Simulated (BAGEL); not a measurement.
# SiN2H6 (SMILES NN[SiH3]), step by step

We compute the energy (HF/def2-SVP), then the energy (NEVPT2(2,2)/def2-SVP), then the energy (CASPT2(2,2)/def2-SVP) of SiN2H6. 

Program for the calculation: BAGEL 1.2.2.

2 further runs of the same task are left out: 2 set aside as unsound or not needed.

### 1 The system as given

The species is SiN2H6 (9 atoms), meant as a singlet with charge 0. As SMILES, `NN[SiH3]`. The Si3–H7 distance was set to 4.182 Å, away from the relaxed value. At this shape a bond of the SMILES string is far longer than usual.

Bond lengths: N1–N2 1.407 Å, N2–Si3 1.714 Å, N1–H4 1.014 Å, N1–H5 1.013 Å, N2–H6 1.005 Å, Si3–H8 1.491 Å, Si3–H9 1.486 Å. Angles: N1–N2–Si3 123.5°, N1–N2–H6 112.1°, Si3–N2–H6 123.5°, N2–N1–H4 110.8°, N2–N1–H5 110.1°, N2–Si3–H8 110.9°, N2–Si3–H9 107.1°, H4–N1–H5 108.5°, H8–Si3–H9 110.4°.

### 2 The energy at HF/def2-SVP (density fitting with svp-jkfit) (run 1)

Input file input.json:

```json
{ "bagel" : [

{
  "title" : "molecule",
  "basis" : "svp",
  "df_basis" : "svp-jkfit",
  "angstrom" : true,
  "geometry" : [
    { "atom" : "N", "xyz" : [   -2.936273,    1.471128,   -0.072864 ] },
    { "atom" : "N", "xyz" : [   -2.662973,    1.254328,    1.289936 ] },
    { "atom" : "Si", "xyz" : [   -1.969073,   -0.190472,    1.897736 ] },
    { "atom" : "H", "xyz" : [   -2.109573,    1.307428,   -0.637264 ] },
    { "atom" : "H", "xyz" : [   -3.667973,    0.843728,   -0.385364 ] },
    { "atom" : "H", "xyz" : [   -2.754973,    2.095428,    1.832036 ] },
    { "atom" : "H", "xyz" : [    1.729200,   -1.040000,    0.139600 ] },
    { "atom" : "H", "xyz" : [   -2.847273,   -1.361172,    1.614736 ] },
    { "atom" : "H", "xyz" : [   -1.800973,   -0.011172,    3.363236 ] }
  ]
},
{ "title" : "hf" },
{ "title" : "print", "file" : "orbitals.molden", "orbitals" : true }

]}
```

The run is started by

```bash
$ BAGEL_NUM_THREADS=1 BAGEL input.json > input.out
```

Standard output:

```text
* using 1 threads per process

  ===============================================================
  ===============================================================

  *** Geometry ***

  { "atom" : "N", "xyz" : [     -5.548752,      2.780029,     -0.137693 ] },
  { "atom" : "N", "xyz" : [     -5.032290,      2.370336,      2.437626 ] },
  { "atom" : "Si", "xyz" : [     -3.721009,     -0.359940,      3.586201 ] },
  { "atom" : "H", "xyz" : [     -3.986515,      2.470681,     -1.204254 ] },
  { "atom" : "H", "xyz" : [     -6.931464,      1.594415,     -0.728232 ] },
  { "atom" : "H", "xyz" : [     -5.206144,      3.959785,      3.462046 ] },
  { "atom" : "H", "xyz" : [      3.267714,     -1.965315,      0.263806 ] },
  { "atom" : "H", "xyz" : [     -5.380566,     -2.572242,      3.051409 ] },
  { "atom" : "H", "xyz" : [     -3.403346,     -0.021112,      6.355595 ] },

  Number of auxiliary basis functions:      390

  Since a DF basis is specified, we compute 2- and 3-index integrals:
    o Being stored without compression. Storage requirement is 0.018 GB

  Number of basis functions:       76
  Number of electrons      :       34

    * METHOD: MOLECULE                             0.14

  *** RHF ***

  === Nuclear Repulsion ===
   112.5091426705

      * DIIS with orbital gradients will be used.

  === RHF iteration (svp) ===
      0       -400.66958086          0.01679120           0.03
      1       -400.66281145          0.01428356           0.03
      2       -400.84348994          0.00504756           0.03
      3       -400.86958041          0.00118548           0.03
      4       -400.87041145          0.00025242           0.03
      5       -400.87045822          0.00010190           0.03
      6       -400.87046755          0.00003915           0.03
      7       -400.87046931          0.00001037           0.03
      8       -400.87046941          0.00000642           0.03
      9       -400.87046946          0.00000121           0.03
     10       -400.87046946          0.00000053           0.03
     11       -400.87046946          0.00000021           0.03
     12       -400.87046946          0.00000009           0.03
     13       -400.87046946          0.00000004           0.03
     14       -400.87046946          0.00000002           0.03
     15       -400.87046946          0.00000001           0.03
    * SCF iteration converged.

    * Permanent dipole moment:
           (    2.388243,    -0.562670,    -0.826019) a.u.

    * METHOD: HF                                   0.57

    * METHOD: PRINT                                0.01

  ===============================================================
```

It took 0.84 s on 1 thread of Arm Neoverse V1, shared host; peak memory 0.15 GiB.

### 3 The energy at NEVPT2(2,2)/def2-SVP (density fitting with svp-jkfit) (run 2)

Edit input.json of step 2 so:

```diff
@@ -19,4 +19,29 @@
 },
-{ "title" : "hf" },
-{ "title" : "print", "file" : "orbitals.molden", "orbitals" : true }
+{
+  "title" : "hf"
+},
+{
+  "title" : "casscf",
+  "nstate" : 1,
+  "nact" : 2,
+  "nclosed" : 16,
+  "active" : [17, 18],
+  "maxiter" : 200,
+  "natocc" : true
+},
+{
+  "title" : "nevpt2",
+  "nstate" : 1,
+  "nact" : 2,
+  "nclosed" : 16,
+  "active" : [17, 18],
+  "maxiter" : 200,
+  "natocc" : true,
+  "ncore" : 7
+},
+{
+  "title" : "print",
+  "file" : "orbitals.molden",
+  "orbitals" : true
+}
```

The run is started by

```bash
$ BAGEL_NUM_THREADS=1 BAGEL input.json > input.out
```

Standard output:

```text
* using 1 threads per process

  ===============================================================
  ===============================================================

  *** Geometry ***

  { "atom" : "N", "xyz" : [     -5.548752,      2.780029,     -0.137693 ] },
  { "atom" : "N", "xyz" : [     -5.032290,      2.370336,      2.437626 ] },
  { "atom" : "Si", "xyz" : [     -3.721009,     -0.359940,      3.586201 ] },
  { "atom" : "H", "xyz" : [     -3.986515,      2.470681,     -1.204254 ] },
  { "atom" : "H", "xyz" : [     -6.931464,      1.594415,     -0.728232 ] },
  { "atom" : "H", "xyz" : [     -5.206144,      3.959785,      3.462046 ] },
  { "atom" : "H", "xyz" : [      3.267714,     -1.965315,      0.263806 ] },
  { "atom" : "H", "xyz" : [     -5.380566,     -2.572242,      3.051409 ] },
  { "atom" : "H", "xyz" : [     -3.403346,     -0.021112,      6.355595 ] },

  Number of auxiliary basis functions:      390

  Since a DF basis is specified, we compute 2- and 3-index integrals:
    o Being stored without compression. Storage requirement is 0.018 GB

  Number of basis functions:       76
  Number of electrons      :       34

    * METHOD: MOLECULE                             0.14

  *** RHF ***

  === Nuclear Repulsion ===
   112.5091426705

      * DIIS with orbital gradients will be used.

  === RHF iteration (svp) ===
      0       -400.66958086          0.01679120           0.03
      1       -400.66281145          0.01428356           0.03
      2       -400.84348994          0.00504756           0.03
      3       -400.86958041          0.00118548           0.03
      4       -400.87041145          0.00025242           0.03
      5       -400.87045822          0.00010190           0.03
      6       -400.87046755          0.00003915           0.03
      7       -400.87046931          0.00001037           0.03
      8       -400.87046941          0.00000642           0.03
      9       -400.87046946          0.00000121           0.03
     10       -400.87046946          0.00000053           0.03
     11       -400.87046946          0.00000021           0.03
     12       -400.87046946          0.00000009           0.03
     13       -400.87046946          0.00000004           0.03
     14       -400.87046946          0.00000002           0.03
     15       -400.87046946          0.00000001           0.03
    * SCF iteration converged.

    * Permanent dipole moment:
           (    2.388243,    -0.562670,    -0.826019) a.u.

    * METHOD: HF                                   0.57

  ---------------------------
      CASSCF calculation
  ---------------------------

    ==== Active orbitals : =====
         Orbital 17
         Orbital 18
    ============================

    * nstate   :      1
    * nclosed  :     16
    * nact     :      2
    * nvirt    :     58
  === CASSCF iteration (svp) ===

    * Using the second-order algorithm

      0  0      -400.96759871     8.31e-03      0.01

      1  0      -400.99338688     5.31e-04      0.17

      2  0      -400.99348769     1.19e-04      0.18

      3  0      -400.99349278     3.07e-05      0.17

      4  0      -400.99349312     7.91e-06      0.17

      5  0      -400.99349315     2.04e-06      0.17

      6  0      -400.99349315     5.26e-07      0.17

      7  0      -400.99349315     1.36e-07      0.16

      8  0      -400.99349315     3.50e-08      0.14

      9  0      -400.99349315     9.02e-09      0.13

    * Second-order optimization converged. *

     guess   0:   closed 1.                   open ..

  === FCI iteration ===

      0  0      -400.83941812     9.42e-02      0.00
      1  0      -400.98538168     2.56e-02      0.00
      2  0 *    -400.99349315     2.82e-16      0.00

     * ci vector, state   0, <S^2> = 0.0000
       2.     0.7646597975
       .2    -0.6444341658

    * METHOD: CASSCF                               1.55

    * freezing 7 orbitals

  === DF-NEVPT2 calculation ===

    * 3-index integral transformation done
    * assembly done

      NEVPT2 correlation energy:   -0.4261869268      0.12

          (+0)     -0.3951456375
          (+0)'    -0.0028688169
          (+1)     -0.0096598425
          (+1)'    -0.0000000000
          (+2)     -0.0000236175
          (-1)     -0.0184352962
          (-1)'     0.0000000000
          (-2)     -0.0000537162

      NEVPT2 total energy:       -401.4196800753

    * METHOD: NEVPT2                               0.18

    * METHOD: PRINT                                0.01

  ===============================================================
```

Run time: 2.6 s. Hardware: 1 thread of Arm Neoverse V1, shared host; peak memory 0.15 GiB.

### 4 The energy at CASPT2(2,2)/def2-SVP (density fitting with svp-jkfit) (run 3)

Input file input.json:

```json
{ "bagel" : [

{
  "title" : "molecule",
  "basis" : "svp",
  "df_basis" : "svp-jkfit",
  "angstrom" : true,
  "geometry" : [
    { "atom" : "N", "xyz" : [      -2.936273,       1.471128,      -0.072864 ] },
    { "atom" : "N", "xyz" : [      -2.662973,       1.254328,       1.289936 ] },
    { "atom" : "Si", "xyz" : [      -1.969073,      -0.190472,       1.897736 ] },
    { "atom" : "H", "xyz" : [      -2.109573,       1.307428,      -0.637264 ] },
    { "atom" : "H", "xyz" : [      -3.667973,       0.843728,      -0.385364 ] },
    { "atom" : "H", "xyz" : [      -2.754973,       2.095428,       1.832036 ] },
    { "atom" : "H", "xyz" : [       1.729200,      -1.040000,       0.139600 ] },
    { "atom" : "H", "xyz" : [      -2.847273,      -1.361172,       1.614736 ] },
    { "atom" : "H", "xyz" : [      -1.800973,      -0.011172,       3.363236 ] }
  ]
},

{ "title" : "hf", "charge" : 0 },

{ "title" : "casscf", "nstate" : 1, "nact" : 2, "nclosed" : 16, "charge" : 0, "active" : [17, 18], "maxiter" : 200, "natocc" : true },

{ "title" : "print", "file" : "orbitals.molden", "orbitals" : true },

{ "title" : "smith", "method" : "caspt2", "ms" : true, "xms" : true, "sssr" : true, "shift" : 0.2, "shift_imag" : true, "ncore" : 7 }

]}
```

The run is started by

```bash
$ BAGEL_NUM_THREADS=1 BAGEL input.json > input.out
```

Standard output:

```text
* using 1 threads per process

  ===============================================================
  ===============================================================

  *** Geometry ***

  { "atom" : "N", "xyz" : [     -5.548752,      2.780029,     -0.137693 ] },
  { "atom" : "N", "xyz" : [     -5.032290,      2.370336,      2.437626 ] },
  { "atom" : "Si", "xyz" : [     -3.721009,     -0.359940,      3.586201 ] },
  { "atom" : "H", "xyz" : [     -3.986515,      2.470681,     -1.204254 ] },
  { "atom" : "H", "xyz" : [     -6.931464,      1.594415,     -0.728232 ] },
  { "atom" : "H", "xyz" : [     -5.206144,      3.959785,      3.462046 ] },
  { "atom" : "H", "xyz" : [      3.267714,     -1.965315,      0.263806 ] },
  { "atom" : "H", "xyz" : [     -5.380566,     -2.572242,      3.051409 ] },
  { "atom" : "H", "xyz" : [     -3.403346,     -0.021112,      6.355595 ] },

  Number of auxiliary basis functions:      390

  Since a DF basis is specified, we compute 2- and 3-index integrals:
    o Being stored without compression. Storage requirement is 0.018 GB

  Number of basis functions:       76
  Number of electrons      :       34

    * METHOD: MOLECULE                             0.14

  *** RHF ***

  === Nuclear Repulsion ===
   112.5091426705

      * DIIS with orbital gradients will be used.

  === RHF iteration (svp) ===
      0       -400.66958086          0.01679120           0.03
      1       -400.66281145          0.01428356           0.03
      2       -400.84348994          0.00504756           0.03
      3       -400.86958041          0.00118548           0.03
      4       -400.87041145          0.00025242           0.03
      5       -400.87045822          0.00010190           0.03
      6       -400.87046755          0.00003915           0.03
      7       -400.87046931          0.00001037           0.03
      8       -400.87046941          0.00000642           0.03
      9       -400.87046946          0.00000121           0.03
     10       -400.87046946          0.00000053           0.03
     11       -400.87046946          0.00000021           0.03
     12       -400.87046946          0.00000009           0.03
     13       -400.87046946          0.00000004           0.03
     14       -400.87046946          0.00000002           0.03
     15       -400.87046946          0.00000001           0.03
    * SCF iteration converged.

    * Permanent dipole moment:
           (    2.388243,    -0.562670,    -0.826019) a.u.

    * METHOD: HF                                   0.59

  ---------------------------
      CASSCF calculation
  ---------------------------

    ==== Active orbitals : =====
         Orbital 17
         Orbital 18
    ============================

    * nstate   :      1
    * nclosed  :     16
    * nact     :      2
    * nvirt    :     58
  === CASSCF iteration (svp) ===

    * Using the second-order algorithm

      0  0      -400.96759871     8.31e-03      0.01

      1  0      -400.99338688     5.31e-04      0.17

      2  0      -400.99348769     1.19e-04      0.18

      3  0      -400.99349278     3.07e-05      0.17

      4  0      -400.99349312     7.91e-06      0.17

      5  0      -400.99349315     2.04e-06      0.17

      6  0      -400.99349315     5.26e-07      0.17

      7  0      -400.99349315     1.36e-07      0.16

      8  0      -400.99349315     3.50e-08      0.14

      9  0      -400.99349315     9.02e-09      0.13

    * Second-order optimization converged. *

     guess   0:   closed 1.                   open ..

  === FCI iteration ===

      0  0      -400.83941812     9.42e-02      0.00
      1  0      -400.98538168     2.56e-02      0.00
      2  0 *    -400.99349315     2.82e-16      0.00

     * ci vector, state   0, <S^2> = 0.0000
       2.     0.7646597975
       .2    -0.6444341658

    * METHOD: CASSCF                               1.53

    * METHOD: PRINT                                0.01

  === SMITH program ===

    * freezing 7 orbitals

    * Approximate memory requirement for SMITH calulation per MPI process:
      o Storage requirement for T-amplitude, lambda, and residual is 0.01 GB
      o Storage requirement for MO integrals is 0.00 GB
    * Calculating and saving rdm4f

    * Zeroth order energy : state  0       -0.3102457692

    * CASPT2 iteration is performed using orthogonal basis

      -------------------------------------------  CASPT2 iteration  ---------------------------------------------------
       #      aibj      arbs      arbi      airj      risj      airs      arst      rist         Etot      error   time
      ------------------------------------------------------------------------------------------------------------------

       0  -0.39355  -0.00007  -0.02011  -0.01071  -0.00004  -0.00283  -0.00000   0.00000   -0.4273072  0.0003050   0.05
       1  -0.39356  -0.00007  -0.02012  -0.01071  -0.00004  -0.00286  -0.00000  -0.00000   -0.4273571  0.0000376   0.04
       2  -0.39356  -0.00007  -0.02012  -0.01071  -0.00004  -0.00286  -0.00000  -0.00000   -0.4273578  0.0000035   0.04
       3  -0.39356  -0.00007  -0.02011  -0.01071  -0.00005  -0.00286  -0.00000  -0.00000   -0.4273578  0.0000004   0.04

      ------------------------------------------------------------------------------------------------------------------

    * CASPT2 energy : state  0     -401.4230477710
        w/o shift correction       -401.4208509745
        reference weight              0.8774322501

    * METHOD: SMITH                                0.29

  ===============================================================
```

Wall time 2.7 s (1 thread of Arm Neoverse V1, shared host); peak memory 0.15 GiB.

### 5 What came out

```
                                 quantity          value
         run 1, HF/def2-SVP: total energy  -400.87047 Eh
        run 1, HF/def2-SVP: dipole moment         6.58 D
          run 1, HF/def2-SVP: HOMO energy       -6.37 eV
          run 1, HF/def2-SVP: LUMO energy       -1.58 eV
        run 1, HF/def2-SVP: HOMO–LUMO gap        4.79 eV
run 2, NEVPT2(2,2)/def2-SVP: total energy  -401.41968 Eh
run 3, CASPT2(2,2)/def2-SVP: total energy  -401.42305 Eh
```

In words: One bond (run 1, HF/def2-SVP) is far stretched, which a spin-restricted single reference describes badly; a broken-symmetry solution may lie lower.
